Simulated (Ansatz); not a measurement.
CH₄AlS (`[CH3][Al][SH]`) radical, 7 atoms. Charge 0, multiplicity 2. All runs use 2 threads of a server CPU on a shared host. Correlated methods freeze the cores. Open-shell runs search over several starts.

Problem. How many basis functions does each run have, and how long does it take in Ansatz? UKS ωB97M-V/def2-SVP energy; UKS PBE0-D4/def2-SVP energy; UHF-MP2/def2-QZVPP energy; UKS ωB97X-V/def2-TZVPP energy; UHF-CCSD(T)/def2-TZVPP energy; UKS PBE0-D4/def2-TZVP frequencies; UKS PBE0-D4/def2-TZVP relaxation (5 steps); UKS r2SCAN-D4/def2-TZVPP energy and forces; direct RPA on PBE orbitals/def2-TZVPP energy; UKS B97M-V/def2-TZVPP energy; UKS PBE0-D4/def2-QZVPP energy; UKS ωB97M-V/def2-QZVPP energy. (Estimate.)

Solution. Ansatz gave: Other jobs shared the machine, so times are rough.

```json
{"level": "UKS PBE0-D4/def2-SVP", "job": "energy", "functions": "70", "wall time": "1.1 s", "peak host memory (GiB)": "0.17"}
{"level": "direct RPA on PBE orbitals/def2-TZVPP", "job": "energy", "functions": "171", "wall time": "4 s", "peak host memory (GiB)": "0.42"}
{"level": "UKS r2SCAN-D4/def2-TZVPP", "job": "energy and forces", "functions": "171", "wall time": "4 s", "peak host memory (GiB)": "0.27"}
{"level": "UKS ωB97M-V/def2-SVP", "job": "energy", "functions": "70", "wall time": "4.1 s", "peak host memory (GiB)": "0.32"}
{"level": "UKS B97M-V/def2-TZVPP", "job": "energy", "functions": "171", "wall time": "6.5 s", "peak host memory (GiB)": "0.35"}
{"level": "UKS ωB97X-V/def2-TZVPP", "job": "energy", "functions": "171", "wall time": "7.5 s", "peak host memory (GiB)": "0.56"}
{"level": "UKS PBE0-D4/def2-QZVPP", "job": "energy", "functions": "317", "wall time": "7.5 s", "peak host memory (GiB)": "0.99"}
{"level": "UKS PBE0-D4/def2-TZVP", "job": "relaxation (5 steps)", "functions": "129", "wall time": "13 s", "peak host memory (GiB)": "0.3"}
{"level": "UHF-MP2/def2-QZVPP", "job": "energy", "functions": "317", "wall time": "14 s", "peak host memory (GiB)": "1.1"}
{"level": "UKS ωB97M-V/def2-QZVPP", "job": "energy", "functions": "317", "wall time": "17 s", "peak host memory (GiB)": "1.3"}
{"level": "UHF-CCSD(T)/def2-TZVPP", "job": "energy", "functions": "171", "wall time": "44 s", "peak host memory (GiB)": "3.2"}
{"level": "UKS PBE0-D4/def2-TZVP", "job": "frequencies", "functions": "129", "wall time": "61 s", "peak host memory (GiB)": "0.3"}
```
